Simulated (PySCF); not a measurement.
Geometries of 3 isomers of C3H4O4, from PBE0-D3(BJ)/def2-SVP geometry optimisation, gas phase in PySCF. One conformer each, no zero-point energy, no frequencies.

**Question.** Which is lowest in electronic energy at this level?
A.
```xyz
11
angstrom
O     -1.407    1.255    0.463
C     -1.229    0.217   -0.111
O     -2.223   -0.575   -0.527
C      0.120   -0.334   -0.501
C      1.164   -0.036    0.547
O      1.060   -0.316    1.708
O      2.245    0.551    0.023
H     -3.050   -0.134   -0.277
H      0.405    0.107   -1.467
H      0.054   -1.423   -0.633
H      2.867    0.688    0.756
```
B.
```xyz
11
angstrom
O     -1.728    1.027    0.769
C     -1.674    0.897   -0.417
O     -0.923   -0.005   -1.060
C     -0.087   -0.787   -0.246
C      1.131   -0.004    0.196
O      1.379    1.124   -0.119
O      1.905   -0.756    0.983
H     -2.247    1.488   -1.160
H     -0.614   -1.152    0.649
H      0.236   -1.650   -0.844
H      2.666   -0.210    1.235
```
C.
```xyz
11
angstrom
O      2.043    0.077    1.774
C      1.965    0.498    0.661
O      1.033    0.152   -0.244
C      0.044   -0.754    0.176
O     -1.009   -0.063    0.803
C     -2.002    0.386    0.016
O     -2.087    0.219   -1.162
H      2.656    1.232    0.199
H     -0.313   -1.256   -0.730
H      0.448   -1.444    0.926
H     -2.738    0.926    0.646
```

**Answer.** A. That is malonic acid (`O=C(O)CC(=O)O`), 13.9 kcal/mol below the next.

```csv
SMILES,atoms numbered as above,E (Eh),relative (kcal/mol),relative (kJ/mol),dipole (D)
O=C(O)CC(=O)O,[O:1]=[C:2]([OH:3])[CH2:4][C:5](=[O:6])[OH:7],-416.90581,0.0,0.0,2.29
O=COCC(=O)O,[O:1]=[CH:2][O:3][CH2:4][C:5](=[O:6])[OH:7],-416.88372,13.9,58.0,2.34
O=COCOC=O,[O:1]=[CH:2][O:3][CH2:4][O:5][CH:6]=[O:7],-416.86488,25.7,107.5,0.14
```

As drawn, the lowest has an O–H bond, which the highest lacks.
